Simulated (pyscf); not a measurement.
## Routes from H₂N–Si:–OH [singlet]

Candidate steps break at most two bonds and form at most two. Each was searched with GFN2-xTB (tblite) first. Structures and frequencies: ωB97X-D3(BJ)/def2-SVP in PySCF. MP2 and CC: frozen core, UHF for open shells. ΔMP2 is the change of the MP2 total energy from the triple- to the quadruple-zeta basis. Energies: CCSD(T)/def2-TZVPP + ΔMP2(QZVPP), kJ/mol, from the reactant's lowest minimum found, singlet surface; ΔG‡ with ideal gas, 1 atm, RRHO with modes under 100 cm⁻¹ raised to 100, one conformer, R ln 2 for chiral ones without a mode under 150 cm⁻¹.

| products | type | ΔE‡ | ΔE | ΔG‡ 298 K | ΔG‡ 900 K | ν‡ (cm⁻¹) |
|---|---|---|---|---|---|---|
| O=Si: [singlet] + NH₃ | elimination | 161.6 | +123.8 | 151.8 | 159.5 | 1523i |
| HN=Si: [singlet] + H₂O | elimination | 218.8 | +196.7 | 206.0 | 209.0 | 833i |

Row 1: On the reactant side the descent ends in a point that may be a rotor saddle (no frequency run), 7.8 kJ/mol over the lowest minimum found and 155.2 kJ/mol under the saddle at ωB97X-D3(BJ)/def2-TZVP. On the product side the descent ends in a bound adduct, 48.4 kJ/mol under the separated species and 68.5 kJ/mol under the saddle at ωB97X-D3(BJ)/def2-TZVP. Row 2: On the product side the descent ends in a complex, 19.1 kJ/mol under the separated species and 21.2 kJ/mol under the saddle at ωB97X-D3(BJ)/def2-TZVP. 

Plain bond fissions and candidates not yet searched are not listed, and one of them may be faster. Each barrier is that of the saddle found; lower ones may exist. The CCSD(T) − MP2 part came from Ansatz, without density fitting, on the same reference.
